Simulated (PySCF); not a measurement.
C3H4F2N (charge +1).
InChI=1S/C3H4F2N/c1-6-2-3(4)5/h3H,1H3/q+1

Computed with EOM-IP-CCSD/aug-cc-pVDZ in PySCF, restricted Hartree–Fock reference, 6 core orbitals frozen, non-relativistic, gas phase, PBE0-D3(BJ)/def2-SVP geometry.

Hartree–Fock orbital energies give these Koopmans values (eV): HOMO 19.92, HOMO-1 19.98.

Question: What vertical ionisation energies does EOM-IP-CCSD give?

Answer: 
```
leading hole (HF orbital)  Koopmans (eV)  EOM-IP-CCSD (eV)  change (eV)  one-hole share
                   HOMO-1          19.98             19.51        -0.47            0.96
                     HOMO          19.92             19.60        -0.32            0.96
```

Question: Does the order of the lines follow the orbital energies?

Answer: No: the HOMO-1 hole (19.51 eV) falls below the HOMO hole (19.60 eV). The corrections run from -0.47 to -0.32 eV, with a mean of -0.39 eV over the 2 lines; no line lies above its Koopmans value.

Question: At what kinetic energies would He II light (40.81 eV) eject these electrons?

Answer: 21.30 eV (HOMO-1), 21.21 eV (HOMO).

Lines less than 0.15 eV apart could change places at a higher level. One root was sought for each valence orbital with −ε under 21 eV, eight at most, so deeper holes and satellites are missing; no vibrational structure.
